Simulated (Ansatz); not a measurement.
Take a crystal in which Rb has been replaced by Cs on all its sites, with the cell rescaled by a rough guess (in some cases also distorted within its space group) and nothing relaxed:

```yaml
crystal:
  lattice:
    - [4.25426, 0.00000, 0.00000]
    - [0.00000, 8.75114, 0.00000]
    - [0.00000, 0.00000, 10.63739]
  atoms:
    - { symbol: K, position: [0.00000, 0.00000, 0.91283] }
    - { symbol: Cs, position: [0.00000, 0.50000, 0.44459] }
    - { symbol: Mg, position: [0.00000, 0.50000, 0.98923] }
    - { symbol: Mg, position: [0.00000, 0.00000, 0.47637] }
    - { symbol: Mg, position: [0.50000, 0.76579, 0.99743] }
    - { symbol: Mg, position: [0.50000, 0.23421, 0.99743] }
    - { symbol: Mg, position: [0.50000, 0.73940, 0.57150] }
    - { symbol: Mg, position: [0.50000, 0.26060, 0.57150] }
    - { symbol: Mg, position: [0.50000, 0.00000, 0.70096] }
    - { symbol: Mg, position: [0.50000, 0.50000, 0.78202] }
    - { symbol: Mg, position: [0.50000, 0.00000, 0.22403] }
    - { symbol: Mg, position: [0.50000, 0.50000, 0.17874] }
    - { symbol: Mg, position: [0.00000, 0.72368, 0.77195] }
    - { symbol: Mg, position: [0.00000, 0.27632, 0.77195] }
    - { symbol: Mg, position: [0.00000, 0.75623, 0.18768] }
    - { symbol: Mg, position: [0.00000, 0.24377, 0.18768] }
    - { symbol: O, position: [0.00000, 0.50000, 0.79094] }
    - { symbol: O, position: [0.00000, 0.00000, 0.27492] }
    - { symbol: O, position: [0.00000, 0.50000, 0.18989] }
    - { symbol: O, position: [0.50000, 0.78598, 0.77692] }
    - { symbol: O, position: [0.50000, 0.21402, 0.77692] }
    - { symbol: O, position: [0.50000, 0.74211, 0.20659] }
    - { symbol: O, position: [0.50000, 0.25788, 0.20659] }
    - { symbol: O, position: [0.50000, 0.00000, 0.03207] }
    - { symbol: O, position: [0.50000, 0.50000, 0.98097] }
    - { symbol: O, position: [0.50000, 0.00000, 0.51396] }
    - { symbol: O, position: [0.50000, 0.50000, 0.58920] }
    - { symbol: O, position: [0.00000, 0.73610, 0.98611] }
    - { symbol: O, position: [0.00000, 0.26391, 0.98611] }
    - { symbol: O, position: [0.00000, 0.79390, 0.58645] }
    - { symbol: O, position: [0.00000, 0.20610, 0.58645] }
```

Computed with Ansatz 0.2.0, DFT PBEsol, scalar-relativistic, plane waves, PAW.

Cutoff 420 eV; k points 6×4×4 on the computed 31-atom cell (Γ-centred); Gaussian smearing, width 0.02 eV; no spin polarisation.

(1) Will this cell want to expand or contract, and how hard?

(2) Is it a metal on this mesh?

(3) What is its energy against the elements in their standard states?

Spin-orbit coupling is left out, which matters for the bands of heavy elements.

Results:

(1) The pressure is -8.1 GPa (positive in compression), so the cell would contract.

(2) No: the gap is 1.53 eV, the least direct gap 1.67 eV.

(3) -2.282 eV/atom at this unrelaxed geometry, with the elements in the same functional.

Cost: 1 run of about 7.9 core-minutes, on Arm Neoverse N1 (shared hosts).